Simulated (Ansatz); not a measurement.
The inner images of a band of CH5B + ClH (9 atoms, charge 0, multiplicity 1) are given out of order.

Computed with Ansatz, RKS PBE0-D4/6-31G*.

Initial state:

```xyz
9
Properties=species:S:1:pos:R:3
B -0.228 0.234 0.134
H -0.423 0.504 1.291
H 0.905 0.273 -0.264
C -1.424 0.104 -0.865
H -2.350 -0.269 -0.418
H -1.636 1.136 -1.196
H -1.197 -0.465 -1.772
Cl 0.097 -2.382 0.839
H 0.911 -2.059 1.780
```

Final state:

```xyz
9
Properties=species:S:1:pos:R:3
B -0.007 -0.759 -0.631
H -0.046 0.444 2.447
H 1.036 -0.184 -0.753
C -1.380 -0.074 -0.883
H -2.252 -0.688 -0.642
H -1.436 0.873 -0.330
H -1.436 0.209 -1.946
Cl 0.112 -2.453 -0.175
H 0.064 -0.292 2.443
```

Task: Put them in order from the first end to the last, with their energies above the first end.
A.
```xyz
9
Properties=species:S:1:pos:R:3
B -0.074 0.111 0.110
H -0.191 0.252 1.314
H 1.037 0.218 -0.320
C -1.360 0.048 -0.762
H -2.217 -0.425 -0.271
H -1.638 1.104 -0.923
H -1.214 -0.396 -1.751
Cl 0.264 -2.460 0.717
H 0.047 -1.377 1.415
```
B.
```xyz
9
Properties=species:S:1:pos:R:3
B -0.100 0.213 0.064
H -0.196 0.381 1.257
H 0.996 0.301 -0.415
C -1.385 0.082 -0.808
H -2.229 -0.393 -0.298
H -1.699 1.121 -1.015
H -1.226 -0.394 -1.780
Cl 0.312 -2.535 0.778
H 0.181 -1.699 1.746
```
C.
```xyz
9
Properties=species:S:1:pos:R:3
B 0.042 -0.686 -0.526
H -0.165 0.320 2.149
H 1.074 -0.084 -0.545
C -1.343 -0.036 -0.808
H -2.185 -0.568 -0.358
H -1.375 1.021 -0.522
H -1.494 -0.064 -1.899
Cl 0.181 -2.418 -0.237
H -0.081 -0.408 2.276
```
D.
```xyz
9
Properties=species:S:1:pos:R:3
B 0.014 -0.467 -0.051
H -0.198 0.079 1.483
H 1.034 0.149 -0.177
C -1.345 0.002 -0.692
H -2.230 -0.474 -0.259
H -1.500 1.088 -0.713
H -1.289 -0.328 -1.739
Cl 0.262 -2.287 0.150
H -0.094 -0.685 1.526
```
E.
```xyz
9
Properties=species:S:1:pos:R:3
B -0.044 -0.133 0.115
H -0.197 0.082 1.357
H 1.056 0.191 -0.212
C -1.356 0.017 -0.725
H -2.229 -0.464 -0.274
H -1.584 1.088 -0.825
H -1.228 -0.380 -1.738
Cl 0.252 -2.275 0.530
H -0.016 -1.050 1.300
```
F.
```xyz
9
Properties=species:S:1:pos:R:3
B -0.159 0.239 0.075
H -0.289 0.462 1.251
H 0.945 0.329 -0.389
C -1.414 0.095 -0.845
H -2.288 -0.344 -0.352
H -1.698 1.129 -1.109
H -1.227 -0.422 -1.791
Cl 0.272 -2.399 0.744
H 0.513 -2.012 1.945
```
G.
```xyz
9
Properties=species:S:1:pos:R:3
B 0.048 -0.597 -0.332
H -0.206 0.188 1.808
H 1.057 0.041 -0.286
C -1.335 -0.013 -0.750
H -2.187 -0.493 -0.258
H -1.407 1.073 -0.636
H -1.434 -0.232 -1.824
Cl 0.236 -2.344 -0.097
H -0.116 -0.545 1.905
```

Result: F (+0.3 kJ/mol), B (+2.5 kJ/mol), A (+10.9 kJ/mol), E (+34.1 kJ/mol), D (-43.2 kJ/mol), G (-82.7 kJ/mol), C (-92.6 kJ/mol).

The run took 2.7 min on 1 thread of Arm Neoverse V2 (shared host), peak memory 0.12 GiB.
